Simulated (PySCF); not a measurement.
Input of a response calculation (the driver script's job line, then coordinates in Å):

```
{"job": {"kind": "uv", "xc": "PBE0", "basis": "def2-SVPD", "nstates": 8, "ntriplets": 3}, "charge": 0, "multiplicity": 1}
C     -0.947637     0.049422    -0.094940
S      0.817076    -0.262376     0.046366
O      1.346462    -0.696960    -1.202853
O      1.094768    -1.016784     1.222667
Cl     1.505117     1.637048     0.368304
H     -1.281420     0.481586     0.838412
H     -1.098441     0.722616    -0.927922
H     -1.426866    -0.905140    -0.274597
```

Its output, with some lines taken out ([cut]):

```
coarse grid: 8368 points
cycle   1  E = -1047.4696042016  dE =  1.336e+00  |g| = 1.063e+00  |ddm| = 3.651e+00
cycle   2  E = -1046.7916386314  dE =  6.780e-01  |g| = 2.163e+00  |ddm| = 2.999e+00
cycle   3  E = -1047.6854130591  dE = -8.938e-01  |g| = 1.518e-01  |ddm| = 2.113e+00
cycle   4  E = -1047.6903201387  dE = -4.907e-03  |g| = 7.594e-02  |ddm| = 3.075e-01
cycle   5  E = -1047.6917675171  dE = -1.447e-03  |g| = 1.512e-02  |ddm| = 1.067e-01
cycle   6  E = -1047.6918259903  dE = -5.847e-05  |g| = 2.686e-03  |ddm| = 2.254e-02
cycle   7  E = -1047.6918278553  dE = -1.865e-06  |g| = 1.031e-03  |ddm| = 4.828e-03
final grid: 73232 points
cycle   8  E = -1047.8091663355  dE = -1.070e-05  |g| = 9.267e-03  |ddm| = 4.191e-02
cycle   9  E = -1047.8091403213  dE =  2.601e-05  |g| = 1.434e-02  |ddm| = 2.368e-02
cycle  10  E = -1047.8091849999  dE = -4.468e-05  |g| = 2.062e-03  |ddm| = 1.460e-02
cycle  11  E = -1047.8091858562  dE = -8.563e-07  |g| = 1.654e-04  |ddm| = 2.149e-03
cycle  12  E = -1047.8091858628  dE = -6.618e-09  |g| = 7.063e-05  |ddm| = 3.183e-04
cycle  13  E = -1047.8091858636  dE = -7.817e-10  |g| = 4.311e-05  |ddm| = 1.018e-04
cycle  14  E = -1047.8091858639  dE = -3.593e-10  |g| = 8.382e-06  |ddm| = 4.161e-05
converged SCF energy = -1047.8091858639

Static polarisability (au): isotropic 54.671, principal 48.812 52.026 63.173

Singlet excitations
state   eV       nm        f      main configurations
  1   5.8631    211.5   0.00429   H->L 0.97
  2   6.5096    190.5   0.00700   H-3->L 0.62, H-1->L 0.34
[cut]
  4   6.7434    183.9   0.06655   H-1->L 0.51, H-3->L 0.36, H-4->L 0.10
  5   7.6209    162.7   0.00803   H-5->L 0.96
  6   7.8971    157.0   0.16549   H-4->L 0.79, H-1->L 0.10
[cut]
[cut]

Triplet excitations (Tamm-Dancoff, eV): 5.2020 5.6558 5.8776
```

Level of theory: TDDFT PBE0/def2-SVPD, vertical, gas phase, core orbitals frozen in the response (PySCF 2.14.0, density-fitted response routines). Isolated species at its GFN2-xTB geometry, gas phase.

Task: Restore the lines that were cut, in order.

Result: 
```
  3   6.5575    189.1   0.00345   H-2->L 0.96
  7   8.2093    151.0   0.00057   H->L+1 0.94
  8   8.6952    142.6   0.04992   H-1->L+1 0.93
```

Task: How many basis functions and electrons does this run hold?

Result: 144 basis functions for 58 electrons in 29 doubly occupied orbitals.

Task: What is the polarisability anisotropy, √(½[(α1 − α2)² + (α2 − α3)² + (α3 − α1)²])?

Result: 13.05 au.

Task: What share of the summed oscillator strength falls to the strongest level in this window?

Result: State 6 at 157 nm: 0.1655 of 0.3053, or 54%.

Task: Write the structure that the coordinates describe.

Result: `CS(=O)(=O)Cl` (CH3ClO2S), point group Cs.

The SCF starts on a coarse grid; the energy jumps when the final grid takes over, and dE counts afresh there. H and L stand for HOMO and LUMO.

The run took 8.8 s on x86-64 server, one thread (shared host).
